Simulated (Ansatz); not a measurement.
Isolated molecules relaxed with PBE0-D4/def2-TZVP in Ansatz; ΔE leaves out vibrations. CCSD(T)/CBS is the MP2 limit (def2-TZVPP, def2-QZVPP) plus CCSD(T) − MP2 in def2-TZVPP, frozen cores. This one scheme is used for every species. DFT in def2-TZVPP. B3LYP here is the variant with VWN-RPA as its local correlation; programs differ in this. HSE06 is defined as in plane-wave codes. Each species was taken in one conformer, which may not be the lowest.

Consider the ligand exchange at the Si–F bond: `F[SiH2][AlH2]` + NH₃ → `N[SiH2][AlH2]` + H–F.

`F[SiH2][AlH2]`:

```xyz
7

F     1.385   -1.419   -0.974
Si    0.551   -0.836    0.277
Al   -0.766    1.151   -0.360
H    -0.308   -1.946    0.783
H     1.538   -0.537    1.356
H    -0.745    1.733   -1.836
H    -1.655    1.853    0.755
```

NH₃:

```xyz
4

N     0.097    0.135   -0.228
H     0.761   -0.549    0.114
H    -0.092    0.774    0.535
H    -0.766   -0.359   -0.421
```

`N[SiH2][AlH2]`:

```xyz
9

N    -1.039    0.958   -0.901
Si   -0.337   -0.560   -0.455
Al    1.428   -0.182    1.212
H    -1.188    1.658   -0.192
H    -1.769    0.994   -1.595
H     0.210   -1.186   -1.694
H    -1.314   -1.573    0.073
H     2.504   -1.306    1.545
H     1.506    1.197    2.006
```

H–F:

Z-matrix (Å, degrees):
```
F
H 1 0.920
```

| level | ΔE (kJ/mol) | difference from CCSD(T)/CBS |
| --- | --- | --- |
| B3LYP-D4 | 85.6 | 4.6 |
| HSE06-D4 | 77.0 | -4.0 |
| BLYP | 93.9 | 12.9 |
| r2SCAN0 | 83.7 | 2.7 |
| HSE06 | 79.9 | -1.1 |
| CCSD/def2-SVP | 79.7 | -1.3 |
| CCSD(T)/def2-SVP | 78.6 | -2.4 |
| HF/def2-TZVPP | 96.8 | 15.8 |
| HF/def2-QZVPP | 98.6 | 17.6 |
| MP2/def2-QZVPP | 79.1 | -1.9 |
| CCSD(T)/CBS | 81.0 | 0 |

Largest T1 diagnostic among the species: 0.012.

Leaving LDA and LC-ωPBE aside and taking each functional with its dispersion term where it has one, the values, not all of them listed here, spread over 14.6 kJ/mol, from revPBE-D4 to B97M-V. LDA lies −8.6 kJ/mol from PBE without D4. The D4 term adds −5.7 kJ/mol with B3LYP and −3.1 kJ/mol with PBE0; it sums over pairs of atoms, weighted by their polarisabilities, and B3LYP, whose exchange is more repulsive, gets the larger term. In def2-TZVPP, CCSD(T) changes the Hartree–Fock value by −15.8 kJ/mol (the triples alone add −2.1 kJ/mol) and MP2 by −18.4 kJ/mol.
